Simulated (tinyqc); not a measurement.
Inside a calculation. Method: extended Hueckel theory, for BH3+. The parameters take no account of the charge, which enters only through the electron count. One step of it, computed by the program tinyqc.

Problem. Mulliken analysis. P = C n C^T; charge = valence electrons (B 3, H 1) minus the sum of (P S)_ii on the atom; overlap population = 2 sum P_ij S_ij between two atoms.

coefficients, order 1B 2s, 1B 2px, 1B 2py, 1B 2pz, 2H 1s, 3H 1s, 4H 1s:
```
[[0.516069, -0.000053, 0.000000, 0.011879, 0.000000, -0.003037, 1.527558],
 [0.000016, 0.444395, 0.000000, 0.000002, 0.000000, 1.308157, 0.003518],
 [0.000000, 0.000000, 0.444341, 0.000000, 1.307572, 0.000000, 0.000000],
 [-0.000589, -0.000001, 0.000000, 0.999909, 0.000000, 0.000042, -0.022030],
 [0.287091, 0.549624, 0.000000, -0.002637, 0.000000, -1.049596, -0.806188],
 [0.286887, -0.275032, 0.476190, -0.002638, -0.909864, 0.527379, -0.801543],
 [0.286887, -0.275032, -0.476190, -0.002638, 0.909864, 0.527379, -0.801543]]
```

occupations: [2.000000, 2.000000, 1.000000, 0.000000, 0.000000, 0.000000, 0.000000]

overlap S, order 1B 2s, 1B 2px, 1B 2py, 1B 2pz, 2H 1s, 3H 1s, 4H 1s:
```
[[1.000000, 0.000000, 0.000000, 0.000000, 0.494649, 0.494256, 0.494256],
 [0.000000, 1.000000, 0.000000, 0.000000, 0.535741, -0.267785, -0.267785],
 [0.000000, 0.000000, 1.000000, 0.000000, 0.000000, 0.463737, -0.463737],
 [0.000000, 0.000000, 0.000000, 1.000000, -0.006828, -0.006820, -0.006820],
 [0.494649, 0.535741, 0.000000, -0.006828, 1.000000, 0.095885, 0.095885],
 [0.494256, -0.267785, 0.463737, -0.006820, 0.095885, 1.000000, 0.095787],
 [0.494256, -0.267785, -0.463737, -0.006820, 0.095885, 0.095787, 1.000000]]
```

Give: charges; Overlap populations.

Solution.

charges: [0.8468, -0.1509, 0.1521, 0.1521]

Overlap populations:
```
pair      value
2-1    0.816523
3-1    0.619897
3-2   -0.026388
4-1    0.619897
4-2   -0.026388
4-3    0.017076
```
